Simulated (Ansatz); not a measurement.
`[SiH3]C=S` + `CNP` → `[SiH3]NP` + `CC=S` at 700 K and 1 bar (formal exchange of groups at the Si–C bond).

Gas-phase electronic energies from Ansatz, PBE0-D4/def2-TZVP geometries. CCSD(T)/CBS adds triple-zeta CCSD(T) − MP2 to the extrapolated MP2 energy (def2 sets, frozen cores). One conformer a species, not always the lowest.

```
    species  CCSD(T)/CBS energy (Eh)  H − E (kJ/mol)  S (J/(mol·K))
`[SiH3]C=S`               -727.26865           160.4          377.6
      `CNP`               -437.28343           246.5          373.8
 `[SiH3]NP`               -688.33766           220.8          413.7
     `CC=S`               -476.26007           186.0          338.2
```

H − E and S are ideal-gas, rigid-rotor, harmonic terms from PBE0-D4/def2-TZVP, for one conformer and one mirror image of each species. 1 Eh = 2625.50 kJ/mol, R = 8.31446 J/(mol·K).

**Question.** By hand: ΔE, ΔH, ΔS and ΔG.

**Answer.** ΔE = (-688.33766) + (-476.26007) − (-727.26865) − (-437.28343) = -0.04565 Eh = -119.9 kJ/mol. Δ(H − E) = 220.8 + 186.0 − 160.4 − 246.5 = -0.1, so ΔH = -120.0 kJ/mol. ΔS = 413.7 + 338.2 − 377.6 − 373.8 = 0.5 J/(mol·K). ΔG = -120.0 − 700 × (0.5)/1000 = -120.3 kJ/mol.

**Question.** By hand: the equilibrium constant, and the temperature at which ΔG would vanish if ΔH and ΔS stayed fixed.

**Answer.** log₁₀ K = −ΔG/(RT ln 10) = 9.0. ΔH and −TΔS have one sign here, so there is no such temperature. One of them is within its doubt of zero, so this could turn.

The number of gas molecules stays the same, so ΔS is small and ΔH decides. A doubt of 5 kJ/mol in ΔE shifts log₁₀ K by 0.4 here. Other conformers and mirror images would add mixing entropy, several J/(mol·K) or more a flexible species. These are equilibria of isolated gas molecules and say nothing of rates. Largest T1 diagnostic: 0.016 (customary marks: 0.02 for closed shells, 0.045 for open ones).
